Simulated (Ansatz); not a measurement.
## One structure, 3 elements: LiBe2, NaBe2, KBe2

Plane-wave DFT in Ansatz with scalar-relativistic PAW potentials, cutoff 420 eV, Γ-centred meshes chosen by cell and gap, Gaussian smearing with energies taken to zero width. Every cell was relaxed (cell and atoms) in a run of its own, within the symmetry of its start. Functional: PBE.

All members share space group Fd-3m and the same sites; only the element on one set of sites changes (Li, Na, K). Members needn't be the stable form of their composition. Energies over the elements, where given, are against the elements' standard states in the same functional (H₂, N₂, O₂ and halogens uncorrected, Hg as a solid). The first member:

Space group Fd-3m:1 (No. 227). a = 6.244 Å, b = 6.244 Å, c = 6.244 Å, α = 90.00°, β = 90.00°, γ = 90.00°
| atom | site | symmetry | x | y | z |
| --- | --- | --- | --- | --- | --- |
| Li | 8a | -43m | 0.5000 | 0.0000 | 0.5000 |
| Be | 16d | .-3m | 0.1250 | 0.6250 | 0.1250 |

Question: How do size, gap and binding change down the group?

Answer:
| compound | V (Å³/atom) | a (Å) | energy over elements (eV/atom) |
| --- | --- | --- | --- |
| LiBe2 | 10.14 | 6.244 | 0.096 |
| NaBe2 | 13.58 | 6.883 | 0.575 |
| KBe2 | 19.03 | 7.701 | 1.062 |

Over the series the volume grows at each step down the group; all are metallic on the mesh; none is bound against its elements in this structure, and Li comes closest.